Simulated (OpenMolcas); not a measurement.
# AlH2SO (SMILES [OH][Al][SH]) at UTM/aug-cc-pVDZ (Cholesky decomposition, C-PCM dichloroethane)

What is the vertical doublet–quartet gap of AlH2SO at UTM/aug-cc-pVDZ (Cholesky decomposition, C-PCM dichloroethane)? 

The results are computed with OpenMolcas 26.06.

2 further runs of the same task are left out: 1 that didn't finish, 1 set aside as unsound or not needed.

## Step 1: The molecule

The species is AlH2SO (5 atoms), meant as a doublet with charge 0. SMILES: `[OH][Al][SH]`. The shape comes from GFN2-xTB, which is rough for such elements, and wasn't checked as a minimum. This is one conformer, not always the lowest.

Bond lengths: O1–Al2 1.645 Å, Al2–S3 2.260 Å, O1–H4 0.950 Å, S3–H5 1.328 Å. Angles: O1–Al2–S3 124.4°, Al2–O1–H4 179.1°, Al2–S3–H5 90.2°.

## Step 2: The energy at UTM/aug-cc-pVDZ (Cholesky decomposition, C-PCM dichloroethane)

coord.xyz

```xyz
5

O     -1.125990    -0.847940    -0.019370
Al     0.505820    -0.896390    -0.221260
S      1.867490     0.899700    -0.054240
H     -2.067240    -0.833340     0.104790
H      0.819910     1.677960     0.190080
```

run.inp

```
* AlH2OS Kohn-Sham DFT
>>> EXPORT MOLCAS_PRINT=2

&GATEWAY
  Coord=coord.xyz
  Basis=aug-cc-pVDZ
  Group=Full
  RF-Input
  PCM-Model
  Solvent=dichloroethane
  Conductor
  End of RF-Input

&SEWARD
  Medium

&SCF
  UHF
  Spin=2
  KSDFT=2
  1.0 MGGA_X_TM
  1.0 MGGA_C_TM
  PrOrbitals=1 1
```

Launch:

```console
$ export MOLCAS_MEM=1860
$ pymolcas run.inp > run.log
```

What it wrote:

```text
--- Start Module: gateway ---
[...]
--- Stop Module: gateway /rc=_RC_ALL_IS_WELL_ ---
--- Start Module: seward ---
[...]
      Basis functions           95
--- Stop Module: seward /rc=_RC_ALL_IS_WELL_ ---
[...]
--- Start Module: scf ---
[...]
       Convergence after  13 Iterations
[...]
::    Total KS-DFT energy                            -716.9148468831
[...]
      Total spin, S                                     0.5010312840
[...]
      Total electronic charge=   39.000000
      Total            charge=   -0.000000
[...]
      Dipole Moment (debye):
      Origin of the operator (angstrom)=    0.7028   -0.1057   -0.1003
                   X= -2.7846E+00               Y= -1.6463E+00               Z=  1.7148E-02           Total=  3.2349E+00
      Quadrupole Moment (debye*angstrom):
[...]
--- Stop Module: scf /rc=_RC_ALL_IS_WELL_ ---
[...]
```

Run time: 16 s. Hardware: 1 thread of Intel Xeon Platinum 8488C (Sapphire Rapids), shared host.

## Step 3: The quartet, same level

coord.xyz is that of step 2.

run.input

```
&gateway
coord
coord.xyz
basis
aug-cc-pVDZ
group
Full
rf-input
PCM-Model
Solvent=dichloroethane
Conductor
End of RF-Input
&seward
medium
&scf
uhf
spin
4
ksdft
2
1.0 MGGA_X_TM
1.0 MGGA_C_TM
prorbitals
1 1
```

Launch:

```console
$ export MOLCAS_MEM=1860
$ pymolcas run.input > run.log
```

What it wrote:

```text
--- Start Module: gateway ---
[...]
--- Stop Module: gateway /rc=_RC_ALL_IS_WELL_ ---
--- Start Module: seward ---
[...]
      Basis functions           95
--- Stop Module: seward /rc=_RC_ALL_IS_WELL_ ---
[...]
--- Start Module: scf ---
[...]
       Convergence after  25 Iterations
[...]
::    Total KS-DFT energy                            -716.7235141626
[...]
      Total spin, S                                     1.5014111206
[...]
      Total electronic charge=   39.000000
      Total            charge=   -0.000000
[...]
      Dipole Moment (debye):
      Origin of the operator (angstrom)=    0.7028   -0.1057   -0.1003
                   X= -4.4392E-01               Y=  3.4148E+00               Z=  7.3334E-01           Total=  3.5208E+00
      Quadrupole Moment (debye*angstrom):
[...]
--- Stop Module: scf /rc=_RC_ALL_IS_WELL_ ---
[...]
```

Run time: 27 s. Hardware: 1 thread of Intel Xeon Platinum 8488C (Sapphire Rapids), shared host.

## Step 4: What came out

At UTM/aug-cc-pVDZ (Cholesky decomposition, C-PCM dichloroethane):

```
                                        quantity          value
                           doublet: total energy  -716.91485 Eh
     doublet: HOMO energy (highest over α and β)       -3.58 eV
      doublet: LUMO energy (lowest over α and β)       -1.85 eV
                                   doublet: ⟨S²⟩          0.752
                           quartet: total energy  -716.72351 Eh
     quartet: HOMO energy (highest over α and β)       -1.71 eV
                                   quartet: ⟨S²⟩          3.756
vertical energy of the quartet above the doublet       5.206 eV
```

**Reading.** At this shape the quartet lies 5.21 eV (120 kcal/mol) above the doublet.
